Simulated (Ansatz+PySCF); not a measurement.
A calculation with PySCF 2.14.0.

```python
from pyscf import gto, scf

mol = gto.M(atom="""
C 0.000000 0.000000 -0.638360
F 0.000000 1.105690 0.212790
F 0.000000 -1.105690 0.212790
""", basis='def2-svp', charge=0, spin=0)
mf = scf.RHF(mol)
mf.init_guess = 'minao'
mf.kernel()
while True:  # follow internal instabilities
    mo, _, stable, _ = mf.stability(return_status=True)
    if stable: break
    mf.kernel(mf.make_rdm1(mo, mf.mo_occ))
print(mf.converged, mf.e_tot, mf.spin_square()[0])
```

The script is written out from the run's settings.

Output:

```json
{
  "Converged": "yes",
  "Total energy": "-236.44130 hartree",
  "Spin squared of the determinant": "0.000"
}
```
